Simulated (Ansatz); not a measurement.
CdTe (zinc blende): values from a third-order Birch-Murnaghan fit to a volume scan beside measured ones. Computed values: PBE (plane waves to 420 eV, PAW, scalar-relativistic; Ansatz, a quantum-chemistry and plane-wave program). CdTe was relaxed with its symmetry unable to fall. Spin-orbit coupling is left out, though Te is heavy. The PAW data are Ansatz's earlier set.

```json
[
 {"quantity": "Lattice constant a (Å)", "reference": "6.48", "kind": "measured, room temperature or unstated"},
 {"quantity": "Bulk modulus B₀ (GPa)", "reference": "43.7", "kind": "measured, room temperature or unstated"},
 {"quantity": "Pressure derivative B₀′", "reference": "3.8", "kind": "measured, room temperature or unstated"}
]
```

References as given in: M J Lucero, T M Henderson, G E Scuseria, Journal of Physics Condensed Matter (2012), arXiv:1111.4515; Elmahjoubi, A., Shoker, M. B., Pages, O. et al., (2023), arXiv:2303.01780. Values not taken to low temperature hold thermal and zero-point shifts that a static calculation lacks, so small differences there are no errors of the method.

Question: Estimate the PBE values and the sign and size of each difference.

Answer: 
```csv
quantity,PBE,difference
Lattice constant a (Å),6.619,+2.1 %
Bulk modulus B₀ (GPa),35.0,-19.8 %
Pressure derivative B₀′,4.8,+25.7 %
```



(A scan under strain: stresses follow from slopes of the energy per volume, elastic moduli from its curvatures.)
